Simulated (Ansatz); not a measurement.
Reaction (difluorocarbene loss): `OCC(F)(F)F` → `OCF` + `F[C]F`

Calculated with Ansatz (gas phase, PBE0-D4/def2-TZVP geometries, no zero-point term in ΔE). CCSD(T)/CBS adds triple-zeta CCSD(T) − MP2 to the extrapolated MP2 energy (def2 sets, frozen cores). This one scheme is used for every species. Functionals use def2-TZVPP. Each species was taken in one conformer, which may not be the lowest.

CCSD(T)/CBS gives +279.3 kJ/mol.

Q: Another level gave +305.9 kJ/mol. Which?
A. MP2/def2-TZVPP
B. BLYP-D4/def2-TZVPP
C. LDA (SPW92)/def2-TZVPP
D. r2SCAN0-D4/def2-TZVPP

A: D. r2SCAN0-D4 305.9, BLYP-D4 251.5, MP2/def2-TZVPP 293.9, LDA (SPW92) 337.9 kJ/mol.

Q: What do rigid-rotor, harmonic-oscillator terms from PBE0-D4/def2-TZVP frequencies (298.15 K, 1 bar) make of the CCSD(T)/CBS value? (Best estimate.)

A: The calculation gave: ΔZPE = -14.8 kJ/mol, ΔH = +268.7 kJ/mol, ΔS = 177 J/(mol·K), ΔG = +215.9 kJ/mol.

Largest T1 diagnostic among the species: 0.017.

Leaving LDA and LC-ωPBE aside and taking each functional with its dispersion term where it has one, the values spread over 54.4 kJ/mol, from BLYP-D4 to r2SCAN0-D4. LDA lies +64.5 kJ/mol from PBE without D4. At CCSD(T), def2-SVP lies +12.4 kJ/mol from the extrapolated value and def2-TZVPP −4.5 kJ/mol.
